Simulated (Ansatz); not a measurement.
# C4H5NO, SMILES Cc1cnoc1: a single point in a Gaussian basis

Program: Ansatz 0.2.0, Python API.

Script `c4h5no.py`:
```python
"""Electronic structure of the C4H5NO molecule."""

import ansatz as az

GEOMETRY = """
C    -1.47180    0.13620   -0.05360
C     0.01170    0.00880    0.04550
C     0.95370    0.98120   -0.20400
N     2.17860    0.43360   -0.08870
O     2.01230   -0.82490    0.20510
C     0.73870   -1.13420    0.28850
H    -1.78450    1.16430    0.22590
H    -1.79250   -0.07300   -1.09520
H    -1.96200   -0.58640    0.63220
H     0.76490    2.01500   -0.46130
H     0.35090   -2.12060    0.50560
"""


def main() -> None:
    system = az.Crystal.molecule()
    for line in GEOMETRY.strip().splitlines():
        symbol, *xyz = line.split()
        system = system.atom(symbol, [float(v) for v in xyz])

    setup = system.calculation().basis(gaussian="cc-pVDZ").functional("B3LYP")
    print(setup.to_yaml())
    trace = []
    done = setup.session().plan().execute(on_event=trace.append)
    report = done.report
    for event in trace:
        if event["event"] == "mean_field_evaluation" and event["data"]["evaluation"] <= 25:
            print("pass {evaluation:3d}  E = {energy_ev:.6f} eV  gradient {gradient_ev:.1e}".format(**event["data"]))

    print(f"E = {report['free_energy_ev']:.6f} eV = {report['free_energy_ev'] / 27.211386246:.7f} Ha")
    print("converged:", report["converged"], " doubts:", report["published_state_doubts"] or "none")

    field = report["mean_field"]
    print("<S^2> =", round(abs(field["state"]["spin_squared"]), 4), " relativity:", field["relativity"])
    print("passes:", field["passes"])
    if "symmetry" in field:
        print("occupied orbitals by irrep:", field["symmetry"]["occupied"])


if __name__ == "__main__":
    main()
```

Running `python c4h5no.py` prints:
```text
crystal:
  periodic: [false, false, false]
  atoms:
    - { symbol: C, position_ang: [-1.4718, 0.1362, -0.0536] }
    - { symbol: C, position_ang: [0.0117, 0.0088, 0.0455] }
    - { symbol: C, position_ang: [0.9537, 0.9812, -0.204] }
    - { symbol: "N", position_ang: [2.1786, 0.4336, -0.0887] }
    - { symbol: O, position_ang: [2.0123, -0.8249, 0.2051] }
    - { symbol: C, position_ang: [0.7387, -1.1342, 0.2885] }
    - { symbol: H, position_ang: [-1.7845, 1.1643, 0.2259] }
    - { symbol: H, position_ang: [-1.7925, -0.073, -1.0952] }
    - { symbol: H, position_ang: [-1.962, -0.5864, 0.6322] }
    - { symbol: H, position_ang: [0.7649, 2.015, -0.4613] }
    - { symbol: H, position_ang: [0.3509, -2.1206, 0.5056] }
basis:
  gaussian:
    orbitals: cc-pVDZ
hamiltonian:
  xc: b3lyp

pass   1  E = -7758.924224 eV  gradient 4.9e+01
pass   2  E = -7756.392433 eV  gradient 5.8e+01
pass   3  E = -7764.325749 eV  gradient 1.8e+01
pass   4  E = -7764.979320 eV  gradient 4.0e+00
pass   5  E = -7765.005281 eV  gradient 1.6e+00
pass   6  E = -7765.010030 eV  gradient 5.0e-01
pass   7  E = -7765.010516 eV  gradient 2.5e-01
pass   8  E = -7765.007893 eV  gradient 2.6e-01
pass   9  E = -7765.008043 eV  gradient 3.5e-02
pass  10  E = -7764.981230 eV  gradient 2.8e-01
pass  11  E = -7764.981399 eV  gradient 3.1e-02
pass  12  E = -7764.981401 eV  gradient 2.0e-02
pass  13  E = -7764.981401 eV  gradient 3.3e-03
pass  14  E = -7764.981401 eV  gradient 1.3e-03
pass  15  E = -7764.981401 eV  gradient 1.3e-04
pass  16  E = -7764.981401 eV  gradient 1.4e-04
pass  17  E = -7764.981401 eV  gradient 3.7e-05
pass  18  E = -7764.981401 eV  gradient 3.7e-05
E = -7764.981614 eV = -285.3578110 Ha
converged: True  doubts: none
<S^2> = 0.0  relativity: none
passes: {'evaluations': 16, 'products': 13}
occupied orbitals by irrep: [{'A': 22}, {'A': 22}]
```

Total energies depend on the basis set; only differences at equal settings carry meaning. The geometry is a force-field or estimated start, not a minimum of this method, and the basis set is short of its limit. b3lyp holds the VWN-RPA fit, as in Gaussian; the form of ORCA and Turbomole is b3lyp5. Early passes use coarser integrals and grids, so their energies can't be compared with the last. It ran for 3.6 s on 1 thread of Arm Neoverse V2 (shared host), peak memory 0.26 GiB.

(Lines on the test bed's own set-up are left out of the output.)
